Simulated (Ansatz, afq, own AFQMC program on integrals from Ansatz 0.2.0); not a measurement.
# Where AFQMC and coupled cluster stand for AlGeH5, singlet

```xyz
7

Ge    0.0000    0.0009    0.6854
Al    0.0000    0.0010   -1.7933
H     0.0000    1.4090    1.3103
H     1.2327   -0.7388    1.2465
H    -1.2327   -0.7388    1.2465
H     0.0000    1.3582   -2.6174
H     0.0000   -1.3819   -2.5741
```

Basis cc-pVDZ. Only valence electrons are correlated. Integrals, coupled cluster, full CI and functionals: Ansatz 0.2.0; the random walks run on the same integrals in our own AFQMC program. ph-AFQMC/CISD is guided by a CISD state made of CCSD amplitudes; releasing the constraint for a short imaginary time cuts its bias at the price of noise, slowly where states lie close. Error bars are statistical, one sigma. No spin–orbit coupling.

Determinant: RHF, the one that the program's search chose, which needn't be the lowest solution. The geometry is a PBE0/def2-TZVP stationary point of this or a neighbouring charge and spin state.

No full CI on the walks' own integrals is used here; CCSDT(Q) serves as the reference and is uncertain by about the last step of the cluster series.

Cautions: no relativity below Rb; no spin-orbit coupling; inner d shell frozen.

* T1 diagnostic: 0.0117
* weight of the determinant in the CISD state: 0.875
* size of the correlated space: 12 electrons in 51 orbitals

Reference: CCSDT(Q), correlation energy -5.979 eV. The released energy is read at 1.62 1/Eh, later times being too noisy (meV from the phaseless value at times in 1/Eh: -8 ± 11 at 0.24, -11 ± 8 at 0.51, -14 ± 9 at 0.99, -3 ± 10 at 1.62, -18 ± 18 at 2.40).

```tsv
level	E − E(reference) (mEh)	share of correlation (%)
HF	219.72	0.00
MP2	50.23	77.14
CCSD	5.54	97.48
CCSD(T)	1.15	99.48
CCSDT	0.16	99.93
ph-AFQMC/CISD	-0.07 ± 0.30	100.03
released AFQMC	-0.18 ± 0.37	100.08
```

A walk keeps the symmetry of its determinant, which the program's search chose and which needn't be the lowest solution, so a lower state of the same spin and another symmetry isn't excluded. Released energies are given only where the last usable release times agree within the noise; a slower fall can still hide under it.
